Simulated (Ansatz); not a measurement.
## Counterpoise correction, worked out

The pair of H$_{3}$O⁺ (SMILES [OH3+], atoms 1–4) and SiH$_{3}$F (SMILES [SiH3]F, atoms 5–9), both closed shells, in one local arrangement (a lower one may exist), relaxed at PBE0-D4/def2-TZVP:

O1  (1.246, -0.358, -1.714)
H2  (2.199, -0.200, -1.613)
H3  (0.709, -0.304, -0.811)
H4  (1.079, -1.170, -2.221)
Si5  (-1.135, 0.459, 1.349)
F6  (0.032, -0.248, 0.350)
H7  (-0.509, 1.718, 1.787)
H8  (-1.326, -0.539, 2.413)
H9  (-2.296, 0.641, 0.460)
(Å)

Program: Ansatz 0.2.0. Basis: def2-TZVPPD. Cores are frozen in the correlated methods.

MP2 total energies in eV:

| system | geometry | basis functions | energy |
| --- | --- | --- | --- |
| pair | pair | all | -12714.64600 |
| H$_{3}$O⁺ | as in the pair | all (partner as ghosts) | -2084.26458 |
| SiH$_{3}$F | as in the pair | all (partner as ghosts) | -10629.13852 |
| H$_{3}$O⁺ | as in the pair | its own | -2084.25199 |
| SiH$_{3}$F | as in the pair | its own | -10629.10128 |
| H$_{3}$O⁺ | free (PBE0-D4 minimum) | its own | -2084.36860 |
| SiH$_{3}$F | free (PBE0-D4 minimum) | its own | -10629.24912 |

Task: Work out the interaction energy with and without the counterpoise correction, the superposition error, and the binding energy from the relaxed fragments.

Result: Without correction: -12714.64600 − (-2084.25199) − (-10629.10128) = -1.29273 eV.
With correction (each fragment in the whole basis): -12714.64600 − (-2084.26458) − (-10629.13852) = -1.24290 eV = -28.66 kcal/mol.
The superposition error is the difference, 0.04983 eV, 4 % of the uncorrected value: each fragment borrows its partner's functions.
Deformation from the free shapes: 0.11661 eV for H$_{3}$O⁺ and 0.14784 eV for SiH$_{3}$F.
Binding energy from relaxed fragments: -1.24290 + 0.11661 + 0.14784 = -0.97845 eV = -22.56 kcal/mol (electronic, without zero-point energy; negative means bound). For comparison, the corrected interaction energy by CCSD(T) at an estimated basis limit (MP2 extrapolated from triple and quadruple zeta, plus CCSD(T) − MP2 in triple zeta) is -1.284 eV.

T1 diagnostic: at most 0.013.

For scale, one of the runs: CCSD(T)/def2-TZVPPD, 230 basis functions, launched by `ansatz run in.yaml --threads 4 --pin off --events-out ev --progress --plain --max-ram 9574MiB`. Hardware: 4 CPU threads of an Arm Neoverse V2, shared host. Wall time 45 s; peak host memory 3.9 GiB.
